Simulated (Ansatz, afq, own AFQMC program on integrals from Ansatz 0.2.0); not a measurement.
**BSiH₂, doublet → BSiH₂⁺, triplet**

```
atom   x (Å)    y (Å)    z (Å)
  Si  0.0000  -0.0053   0.5948
   B  0.0000  -0.0779  -1.2479
   H  0.0000   1.1505  -0.7602
   H  0.0000  -0.1670  -2.4296
```

Connectivity, by distances: Si–BH, 1 bridging H.

E(triplet, charge +1) − E(doublet, charge +0) at this geometry, on UHF and UHF determinants.

Basis cc-pVTZ. Only valence electrons are correlated. Ansatz 0.2.0 and our own AFQMC program on the same integrals; the CISD trial comes from CCSD amplitudes, and released means the phaseless constraint is let go. Uncertainties: one standard error, sampling alone. The errors of all members are added in quadrature.

No full CI on the walks' own integrals is used here; CCSDT(Q) serves as the reference and is uncertain by about the last step of the cluster series. Each member takes its own surest rung, up to full CI.

The best estimate is CCSD(T) at the basis-set limit (CBS: def2-TZVPP and def2-QZVPP, with their diffuse functions for anions and beside diffuse sets, CCSD(T) itself extrapolated) plus the step from CCSD(T) to CCSDT(Q) in cc-pVTZ. Rows without CBS are in cc-pVTZ; B2PLYP and the wave-function rows carry a basis error of their own. Core correlation and relativity beyond core potentials are missing, and ± holds the sampling alone.

Cautions: BSiH₂ (doublet): the ph-AFQMC/CISD walk drifts between its halves (2.0 errors), its ph-AFQMC/CISD value lies 30 ± 5 meV above CCSDT(Q); BSiH₂⁺ (triplet): another spin lies lower, unrestricted determinant slightly spin contaminated (⟨S²⟩ 2.07 against 2.00), the released energies are still falling, so no released level is given (meV from the phaseless value at times in 1/Eh: -9 ± 4 at 0.24, -15 ± 5 at 0.51, -18 ± 3 at 0.99, -21 ± 4 at 1.62, -29 ± 7 at 2.40), though the last usable value meets CCSDT(Q) within the noise, its ph-AFQMC/CISD value lies 36 ± 5 meV above CCSDT(Q); this isn't the first ionization.

Best estimate: 215.5 kcal/mol.

```
        level  vertical ionization energy (kcal/mol)  error against the best estimate (kcal/mol)
           HF                                  190.8                                       -24.7
          MP2                                  212.9                                        -2.6
         CCSD                                  212.2                                        -3.3
      CCSD(T)                                  213.4                                        -2.1
        CCSDT                                  213.3                                        -2.2
     CCSDT(Q)                                  213.3                                        -2.1
ph-AFQMC/CISD                            213.5 ± 0.2                                  -2.0 ± 0.2
       HF/CBS                                  190.6                                       -24.9
      MP2/CBS                                  215.7                                         0.2
  CCSD(T)/CBS                                  215.5                                         0.0
          PBE                                  211.8                                        -3.7
       r2SCAN                                  211.8                                        -3.7
         PBE0                                  212.7                                        -2.8
        B3LYP                                  214.5                                        -1.0
      wB97M-V                                  214.2                                        -1.2
       B2PLYP                                  212.8                                        -2.7
```

Correlation beyond CCSD(T) changes it by less than 2 meV. Going to the basis-set limit adds 2.1 kcal/mol at CCSD(T). The perturbative (T) step is worth +1.2 kcal/mol. The functionals spread over 2.7 kcal/mol; B3LYP and wB97M-V come nearest and r2SCAN is 3.7 kcal/mol too low.

Best estimates are given only where the step beyond CCSD(T) is under 0.3 eV and no member's determinant is very poor (T1 over 0.05, or 0.07 for open shells, ⟨S²⟩ too high by 0.3, two states mixed), so the hardest cases are missing from such tables.

The functionals ran in a triple-zeta set and keep a basis error of their own, a few kJ/mol for each bond in atomization energies and more for double hybrids, so close places among them and the extrapolated levels can swap.

CCSDT and higher add their correlation energy to the determinant of the CCSD(T) run, since their own runs factorise the integrals more tightly (a shift of under 2 meV). Each member of a difference takes its own highest rung, so a best estimate needn't equal the limit plus the step of one row. A walk keeps the symmetry of its determinant, which the program's search chose and which needn't be the lowest solution, so a lower state of the same spin and another symmetry isn't excluded.
